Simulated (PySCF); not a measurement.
Species: methylsulfanylsilane, CH₆SSi.
Z-matrix (Å and degrees, PBE0-D3(BJ)/def2-SVP geometry), rows numbered from 1:
```
C 
S   1  1.8226
Si  2  2.1385  1   99.37
H   1  1.0995  2  111.48  3    61.99
H   1  1.0982  2  106.73  3  -179.53
H   1  1.0995  2  111.49  3   -61.06
H   3  1.4961  2  111.34  1   -60.66
H   3  1.4905  2  106.22  1   179.57
H   3  1.4962  2  111.31  1    59.78
```

Level of theory: core-valence-separated Tamm–Dancoff BHandHLYP/aug-pcX-1 (pcseg-1 on H, def2-SVPD on S, def2-SVPD on Si) in PySCF, non-relativistic, gas phase, PBE0-D3(BJ)/def2-SVP geometry. No empirical shift is added; at this level the pattern usually sits a few eV under experiment.

**Question.** Give energies, oscillator strengths and core holes at the C K edge.

**Answer.** 
```tsv
E (eV)	f	core hole on	main final orbital
285.19	0.0462	C1	spread
286.29	0.0138	C1	LUMO (65 %)
287.02	0.0299	C1	LUMO+3 (41 %)
287.18	0.0350	C1	LUMO+4 (53 %)
287.50	0.0051	C1	LUMO+1 (69 %)
288.12	0.0002	C1	LUMO+5 (63 %)
288.40	0.0032	C1	LUMO+2 (47 %)
```

The first line with a tenth or more of the strongest one's intensity is at 285.19 eV (f = 0.046), with the hole on C1 (S-methyl carbon). It is also the strongest listed.

Roots within 0.03 eV whose holes lie on the same, on equivalent or on shared atoms are summed into one line, and the highest roots are left out, as the search may have cut off their partners. Final orbitals are the ground state's empty Kohn–Sham orbitals.

**Question.** What are the wavelength and the wavenumber of the 285.19 eV line?

**Answer.** λ = 12398.42 eV Å/285.19 eV = 43.474 Å; 2.3002 × 10⁶ cm⁻¹.

The list ends where the root search ended, not at a threshold.
